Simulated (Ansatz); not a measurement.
# CH₄SSi: functionals against CCSD(T) at one geometry

The task here is to estimate one member of a computed series from the others.

Method: single points in def2-TZVPP; program: Ansatz 0.2.0, Gaussian basis.

Correlated methods freeze the cores.

**The starting structure**

SMILES `[SiH3]C=S`, 7 atoms, charge 0, spin multiplicity 1.

Atoms are counted from 1 here; the program's logs count them from 0.

Bond lengths: Si1–C2 1.891 Å, Si1–H4 1.451 Å, Si1–H5 1.474 Å, Si1–H6 1.452 Å, C2–S3 1.619 Å, C2–H7 1.086 Å. Angles: C2–Si1–H4 108.7°, C2–Si1–H5 107.6°, C2–Si1–H6 106.1°, H4–Si1–H5 111.1°, H4–Si1–H6 112.5°, H5–Si1–H6 110.6°, Si1–C2–S3 122.9°, Si1–C2–H7 120.6°, S3–C2–H7 116.4°.

Geometry (Å):

```
Si   -0.72400    0.30260   -0.26640
C     0.98890   -0.31010    0.25110
S     1.21970   -1.34300    1.47670
H    -1.52590   -0.84000   -0.66250
H    -0.54210    1.23900   -1.39050
H    -1.27100    0.99140    0.88910
H     1.87530   -0.00400   -0.29710
```

Set-up of the first run:

The input, run/in.yaml:

```yaml
crystal:
  periodic: [false, false, false]
  atoms:
    - {symbol: Si, position_ang: [-0.724000, 0.302600, -0.266400]}
    - {symbol: C, position_ang: [0.988900, -0.310100, 0.251100]}
    - {symbol: S, position_ang: [1.219700, -1.343000, 1.476700]}
    - {symbol: H, position_ang: [-1.525900, -0.840000, -0.662500]}
    - {symbol: H, position_ang: [-0.542100, 1.239000, -1.390500]}
    - {symbol: H, position_ang: [-1.271000, 0.991400, 0.889100]}
    - {symbol: H, position_ang: [1.875300, -0.004000, -0.297100]}
basis:
  gaussian: {orbitals: def2-TZVPP}
correlation: {method: ccsd_t}
output: {forces: true}
```

No record of the launch command was kept for these runs.

Steps of the session up to this table: CCSD(T)/def2-TZVPP; PBE0-D4/def2-TZVPP; wB97M-V/def2-TZVPP; r2SCAN-D4/def2-TZVPP; PBE-D4/def2-TZVPP; HSE06-D4/def2-TZVPP; BLYP-D4/def2-TZVPP.

One table of the session follows, with a row left open; its other results are not shown here.

| method | RMS force component (eV/Å) | angle to CCSD(T) forces (°) | dipole (D) |
| --- | --- | --- | --- |
| CCSD(T) | 0.270 | reference | 1.52 |
| PBE0-D4 | ? | ? | ? |
| wB97M-V | 0.276 | 56.8 | 1.61 |
| r2SCAN-D4 | 0.296 | 31.0 | 1.66 |
| PBE-D4 | 0.361 | 23.9 | 1.51 |
| HSE06-D4 | 0.319 | 45.3 | 1.64 |
| BLYP-D4 | 0.327 | 14.0 | 1.51 |

**Question.** Estimate the row for PBE0-D4.

As computed: RMS force component (eV/Å): 0.321; angle to CCSD(T) forces (°): 46.4; dipole (D): 1.64. In the column «RMS force component (eV/Å)» it lies between HSE06-D4 (0.319) and BLYP-D4 (0.327).
